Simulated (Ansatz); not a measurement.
Geometry optimisation, RKS PBE-D4/def2-SVP in Ansatz.

input.yaml

```yaml
crystal:
  periodic: [false, false, false]
  atoms:
    - { symbol: Si, position_ang: [-0.6648, -0.0976, -0.4255] }
    - { symbol: H, position_ang: [0.9191, -1.0249, -0.8275] }
    - { symbol: H, position_ang: [-1.2837, -1.33, -0.8998] }
    - { symbol: H, position_ang: [-1.7371, 0.9112, -0.5541] }
    - { symbol: C, position_ang: [0.0831, 0.1541, 1.2978] }
    - { symbol: H, position_ang: [1.2865, -0.3837, -1.466] }
    - { symbol: Cl, position_ang: [0.6933, 1.1482, -2.0972] }
    - { symbol: H, position_ang: [0.2933, -0.7939, 1.7832] }
    - { symbol: H, position_ang: [-0.6022, 0.703, 1.9362] }
    - { symbol: H, position_ang: [1.0125, 0.7137, 1.253] }
basis:
  gaussian: { orbitals: def2-SVP }
hamiltonian:
  xc: pbe
  dispersion: d4
relax:
  f_tol: 0.15
  max_steps: 25
  restrain:
    - { distance: [0, 6], at: 2.13, k: 30.0 }
    - { distance: [5, 1], at: 0.62, k: 30.0 }
    - { distance: [0, 1], at: 2.72, k: 30.0 }
    - { distance: [5, 6], at: 2.63, k: 30.0 }
```

Command:

```bash
$ ansatz run input.yaml --threads 2 --pin off --max-ram 3072MiB --backend cpu --events-out ev --progress --plain --runs-dir out
```

Question: Where does it end, and by what steps?

Answer: It converged. The restraints hold the end off the free minimum. After 6 steps the energy has fallen by 1.820 eV (the restraints' own energy left out); H6 moved furthest, 0.68 Å. Joined: H2–H6.

```tsv
step	energy less start (eV)	largest force component (eV/Å)	accepted
0	0.0000	1.800	yes
1	-0.6579	2.557	yes
2	-0.8229	3.814	yes
3	-1.4176	3.521	yes
4	-1.7818	2.123	yes
5	-1.8458	1.569	yes
6	-1.8196	1.907	yes
```

```xyz
10
Properties=species:S:1:pos:R:3
Si -0.817 0.248 -0.470
H 1.317 -1.421 -0.794
H -1.121 -1.107 -1.041
H -2.106 1.018 -0.372
C 0.056 0.232 1.200
H 1.591 -0.949 -1.242
Cl 0.351 1.275 -1.909
H 0.340 -0.795 1.487
H -0.589 0.658 1.990
H 0.979 0.842 1.151
```

Whether the end is a true minimum wasn't checked by a vibrational analysis.

Time of the run: 10 s on 2 threads of Arm Neoverse V1 (shared host), peak memory 0.12 GiB.
